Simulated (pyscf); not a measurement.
PySCF, gas phase, ωB97X-D3(BJ)/def2-SVP geometries.

Question: HO–SiH•–O–SiH₂–F (SMILES O[SiH]O[SiH2]F) + H₂ (SMILES [H][H]) -> F–SiH₂–O–SiH₂• (SMILES F[SiH2]O[SiH2]) + H₂O (SMILES O)
Surface: doublet. Broken: O–Si, H–H. Formed: H–Si, H–O. Give ΔE‡ and ΔE from ωB97M-D3(BJ)/def2-TZVP, relative to the separated reactants.

Answer: ΔE‡ = 52.4 kcal/mol, ΔE = +20.9 kcal/mol. Zero-point energy shifts the barrier by +2.2 kcal/mol. It is a four-centre exchange, with an imaginary mode of 1396i cm⁻¹. At the saddle there is also a short H–Si contact that neither side keeps. One saddle was located; it need not be the lowest between these sides.
